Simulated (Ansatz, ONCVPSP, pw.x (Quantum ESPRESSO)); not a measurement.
## What a changed setting does to a pw.x run (diamond Si)

Potential: optimised norm-conserving Vanderbilt (ONCV), ONCVPSP 4.0.1, LDA (Perdew-Wang 92); core [Ne], reference 3s2 3p2; waves: 3s: rc 1.60 bohr, ncon 4, nbas 7, qcut 5 1/bohr, 2 projectors, debl 0.8 Ha; 3p: rc 2.20 bohr, ncon 3, nbas 8, qcut 3.7 1/bohr, 1 projector; d scattering state at 0.44 Ha: rc 2.25 bohr, ncon 4, nbas 8, qcut 4 1/bohr, 2 projectors, debl 3.1 Ha; local part: polynomial inside 1.40 bohr (lpopt 5, dvloc0 0 Ha); core correction: none.

The reference run (k-mesh 9³, cutoffs 35/140 Ry, Fermi–Dirac 0.01 Ry, mixing_beta 0.4, conv_thr 1e-9, no spin) gives -0.96 GPa at 19.694 Å³/atom, where all-electron LAPW gives -0.03 GPa. This run, with its own iteration cap, changes ecutrho/ecutwfc to 3.

```
&control
  calculation='scf', prefix='x', pseudo_dir='./', outdir='./tmp', tstress=.true., disk_io='none'
/
&system
  ibrav=0, nat=2, ntyp=1, ecutwfc=35, ecutrho=105, nbnd=11,
  occupations='smearing', smearing='fd', degauss=0.01
/
&electrons
  conv_thr=1e-09, mixing_beta=0.4, electron_maxstep=50
/
ATOMIC_SPECIES
Si 1.0 Si.UPF
CELL_PARAMETERS angstrom
  0.00000000 2.70050288 2.70050288
  2.70050288 0.00000000 2.70050288
  2.70050288 2.70050288 0.00000000
ATOMIC_POSITIONS crystal
Si 0.0000 0.0000 0.0000
Si 0.2500 0.2500 0.2500
K_POINTS automatic
9 9 9 0 0 0
```

```bash
pw.x < Si.scf.in > Si.scf.out
```

Q: How does the run end?

A: It converges in 7 iterations; the free energy moves by +0.0 meV/atom and the pressure by +0.00 GPa. Below 4 the density is truncated and F is no longer variational, so a small shift in one case is no licence.

```
Message from routine set_cutoff:
     ecutrho < 4*ecutwfc, are you sure?
     Message from routine setup:
     using ibrav=0 with symmetry is DISCOURAGED, use correct ibrav instead
     lattice parameter (alat)  =       7.2170  a.u.
     unit-cell volume          =     265.8034 (a.u.)^3
     number of electrons       =         8.00
     number of Kohn-Sham states=           11
     kinetic-energy cutoff     =      35.0000  Ry
     charge density cutoff     =     105.0000  Ry
     scf convergence threshold =      1.0E-09
     Exchange-correlation= SLA  PW   NOGX NOGC
     number of k points=    35  Fermi-Dirac smearing, width (Ry)=  0.0100
     iteration #  1     ecut=    35.00 Ry     beta= 0.40
     total energy              =     -15.88433102 Ry
     estimated scf accuracy    <       0.06206691 Ry
     iteration #  2     ecut=    35.00 Ry     beta= 0.40
     total energy              =     -15.88067847 Ry
     estimated scf accuracy    <       0.01597137 Ry
     iteration #  3     ecut=    35.00 Ry     beta= 0.40
     total energy              =     -15.88173851 Ry
     estimated scf accuracy    <       0.00031040 Ry
     iteration #  4     ecut=    35.00 Ry     beta= 0.40
     c_bands:  2 eigenvalues not converged
     total energy              =     -15.88176288 Ry
     estimated scf accuracy    <       0.00000746 Ry
     iteration #  5     ecut=    35.00 Ry     beta= 0.40
     c_bands:  1 eigenvalues not converged
     total energy              =     -15.88176422 Ry
     estimated scf accuracy    <       0.00000029 Ry
     iteration #  6     ecut=    35.00 Ry     beta= 0.40
     total energy              =     -15.88176426 Ry
     estimated scf accuracy    <          3.3E-09 Ry
     iteration #  7     ecut=    35.00 Ry     beta= 0.40
     the Fermi energy is     6.3990 ev
!    total energy              =     -15.88176426 Ry
     estimated scf accuracy    <          9.6E-11 Ry
     smearing contrib. (-TS)   =      -0.00035503 Ry
     The total energy is F=E-TS. E is the sum of the following terms:
     one-electron contribution =       4.73094790 Ry
     hartree contribution      =       1.08297997 Ry
     xc contribution           =      -4.80621150 Ry
     ewald contribution        =     -16.88912560 Ry
     convergence has been achieved in   7 iterations
          total   stress  (Ry/bohr**3)                   (kbar)     P=       -9.57
     Message from routine punch:
     Nothing written, as per user request (disk_io='none')
```

The run took about 11 s on one core of a shared host (Intel(R) Xeon(R) Processor @ 2.60GHz, 24 threads, 31 GiB, load 14).
